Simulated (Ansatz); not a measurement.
# C2H4S: the cost of one run

Program: the Python package of Ansatz 0.2.0. The levels of theory stand in the script. These are calculated values, not measurements.

## 1. The structure

Bond lengths: C1–C2 1.336 Å, C2–S3 1.726 Å, C1–H4 1.085 Å, C1–H5 1.086 Å, C2–H6 1.086 Å, S3–H7 1.341 Å. Angles: C1–C2–S3 122.8°, C1–C2–H6 119.9°, S3–C2–H6 117.3°, C2–C1–H4 122.8°, C2–C1–H5 120.2°, H4–C1–H5 117.0°, C2–S3–H7 99.5°.

No structure file is read: the coordinates are typed or built in the script.

## 2. Script

run_methods.py reads:

```python
# -*- coding: utf-8 -*-
import ansatz as az

geometry_ang = [
    ('C', [-0.8177, 0.3727, -0.0677]),
    ('C', [0.0229, -0.666, -0.0482]),
    ('S', [1.7263, -0.488, 0.1658]),
    ('H', [-0.486, 1.399, 0.0498]),
    ('H', [-1.8824, 0.2108, -0.2054]),
    ('H', [-0.3605, -1.6752, -0.1706]),
    ('H', [1.7975, 0.8468, 0.2763]),
]
c2h4s = az.Crystal.molecule()
for symbol, xyz in geometry_ang:
    c2h4s = c2h4s.atom(symbol, xyz)

job = c2h4s.calculation().basis(gaussian='cc-pVDZ').accuracy('medium')

methods = ['mp2', 'ccsd', 'ccsd_t']
reports = [job.correlation(m).run(threads=1).report for m in methods]
print(f'Hartree-Fock reference {reports[0]["reference_energy_ev"] / 27.211386246:.6f} Ha')
best = reports[-1]['free_energy_ev'] - reports[-1]['reference_energy_ev']
for method, each in zip(methods, reports):
    gained = each['free_energy_ev'] - each['reference_energy_ev']
    print(f'{method:8s} total {each["free_energy_ev"] / 27.211386246:.6f} Ha  correlation {gained:9.4f} eV  ({100 * gained / best:.1f} % of the last)')
```

## 3. Running it

Launch:

```sh
python run_methods.py
```

What time and memory should one allow on 1 thread of Arm Neoverse V1, shared host?

About 4.9 s, with a peak of 0.22 GiB.
